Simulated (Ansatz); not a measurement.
## Sn, pressure series

The reference is Sn in the diamond structure (space group Fd-3m, No. 227; a = 6.566 Å).

Cell and atoms are relaxed at each pressure.

The values are results of r2SCAN (Ansatz, a first-principles code, PAW, without spin-orbit coupling), not measurements.

```tsv
pressure (GPa)	volume per atom (Å³/atom)
-2	37.349
-1	36.284
0	35.392
0.9	34.695
2.1	33.872
9	?
15	28.674
22.5	26.943
30	25.617
```

### Question
Fit the third-order Birch–Murnaghan form P(V) = (3B₀/2)[(V₀/V)^(7/3) − (V₀/V)^(5/3)]·[1 + (3/4)(B₀′ − 4)((V₀/V)^(2/3) − 1)] (squares taken in P) to the rows shown and predict the withheld row.

### Answer
Least squares on the printed values gives V₀ = 35.406 Å³/atom, B₀ = 43.3 GPa, B₀′ = 4.7; this predicts 30.559 Å³/atom, and the run gives 30.550 Å³/atom, 0.009 lower.

Measured bulk modulus of Sn: 42.8 GPa (static lattice; corrected from measurement; as listed in Daniel Mejia-Rodriguez, S. B. Trickey, Phys. Rev. B (2018)); the computed value is 1 % above it.

Load acts through the strain it causes; cell and atoms are relaxed under it. Whether these cells are dynamically stable was not tested. Tetrahedral semiconductors of this kind turn to denser phases somewhere between about 1 and 50 GPa; those were not computed, so compressed cells here can lie past the real transition.
